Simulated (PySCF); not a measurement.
**Computed and reference excited states of `O=C1C=CC(=O)C=C1`**

Published values to compare with (the computed states carry no symmetry labels, so the two lists aren't matched line by line):

```json
{"state": "3B1g(n→π*)", "E (eV)": "2.51", "f": "", "kind of transition": "vertical absorption", "source": "[1]"}
{"state": "3B1g(n→π*)", "E (eV)": "2.58", "f": "", "kind of transition": "vertical absorption", "source": "[2]"}
{"state": "3Au(n→π*)", "E (eV)": "2.62", "f": "", "kind of transition": "vertical absorption", "source": "[1]"}
{"state": "3Au(n→π*)", "E (eV)": "2.72", "f": "", "kind of transition": "vertical absorption", "source": "[2]"}
{"state": "1B1g(n→π*)", "E (eV)": "2.75", "f": "", "kind of transition": "vertical absorption", "source": "[1]"}
{"state": "1B1g(n→π*)", "E (eV)": "2.82", "f": "", "kind of transition": "vertical absorption", "source": "[2]"}
{"state": "1Au(n→π*)", "E (eV)": "2.85", "f": "", "kind of transition": "vertical absorption", "source": "[1]"}
{"state": "1Au(n→π*)", "E (eV)": "2.96", "f": "", "kind of transition": "vertical absorption", "source": "[2]"}
{"state": "3B1u(π→π*)", "E (eV)": "2.96", "f": "", "kind of transition": "vertical absorption", "source": "[1]"}
{"state": "3B1u(π→π*)", "E (eV)": "3.12", "f": "", "kind of transition": "vertical absorption", "source": "[2]"}
{"state": "3B3g(π→π*)", "E (eV)": "3.41", "f": "", "kind of transition": "vertical absorption", "source": "[1]"}
{"state": "3B3g(π→π*)", "E (eV)": "3.46", "f": "", "kind of transition": "vertical absorption", "source": "[2]"}
{"state": "1B3g(π→π*)", "E (eV)": "4.59", "f": "", "kind of transition": "vertical absorption", "source": "[1]"}
{"state": "1B1u(π→π*)", "E (eV)": "5.62", "f": "", "kind of transition": "vertical absorption", "source": "[1]"}
{"state": "1B3u(partial double)", "E (eV)": "5.66", "f": "", "kind of transition": "vertical absorption", "source": "[3]"}
{"state": "1B2g(partial double)", "E (eV)": "5.76", "f": "", "kind of transition": "vertical absorption", "source": "[3]"}
{"state": "1B3u(n→π*)", "E (eV)": "5.83", "f": "", "kind of transition": "vertical absorption", "source": "[1]"}
{"state": "1B2g(n→π*)", "E (eV)": "5.95", "f": "", "kind of transition": "vertical absorption", "source": "[2]"}
{"state": "1Au(partial double)", "E (eV)": "6.08", "f": "", "kind of transition": "vertical absorption", "source": "[3]"}
{"state": "1B2g(n→π*)", "E (eV)": "7.22", "f": "", "kind of transition": "vertical absorption", "source": "[2]"}
{"state": "1B3g(π→π*)", "E (eV)": "7.28", "f": "", "kind of transition": "vertical absorption", "source": "[1]"}
{"state": "1B1u(π→π*)", "E (eV)": "7.82", "f": "", "kind of transition": "vertical absorption", "source": "[1]"}
```

[1] computed, CC3/TZVP, gas; arXiv:2401.06101 (2024), CC3 reference column of Thiel's set
[2] computed, theoretical best estimate (aug-cc-pVTZ, frozen core, CC3 geometry), gas; Veril, Scemama, Caffarel, Lipparini, Boggio-Pasqua, Jacquemin, Loos, WIREs Comput. Mol. Sci. 2021, 11, e1517 (QUESTDB)
[3] computed, theoretical best estimate (aug-cc-pVTZ), gas; Kossoski, Boggio-Pasqua, Loos, Jacquemin, double excitations: improvement and extension (2024), arXiv:2403.19597

Compound: C₆H₄O₂.
SMILES: `O=C1C=CC(=O)C=C1`

The calculation used PySCF 2.14.0, density-fitted response routines, TDDFT PBE0/def2-SVPD, vertical, gas phase, core orbitals frozen in the response. Isolated species at its GFN2-xTB geometry, gas phase.

Computed singlets: 2.51 eV (f 0.000); 2.81 eV (f 0.000); 3.92 eV (f 0.000); 5.08 eV (f 0.352); 5.65 eV (f 0.001); 6.03 eV (f 0.000); 6.04 eV (f 0.000); 6.36 eV (f 0.000). Computed triplets (Tamm–Dancoff): 2.03, 2.31, 2.82 eV.

Question: How does the lowest computed singlet compare with the best estimate listed for the lowest singlet (vertical absorption)?

Answer: 2.51 eV against 2.82 eV for 1B1g(n→π*) [2]: a difference of -0.31 eV. Geometry and basis of the two calculations needn't be the same.

Question: How does the lowest computed triplet compare with the best estimate listed for the lowest triplet (vertical absorption)?

Answer: 2.03 eV against 2.58 eV for 3B1g(n→π*) [2]: a difference of -0.55 eV. Geometry and basis of the two calculations needn't be the same.

Note on [3]: supersedes the 2021 QUESTDB value where one exists.

States of double-excitation character are out of reach of adiabatic linear-response TDDFT and have no counterpart, or a poor one, in the computed list.
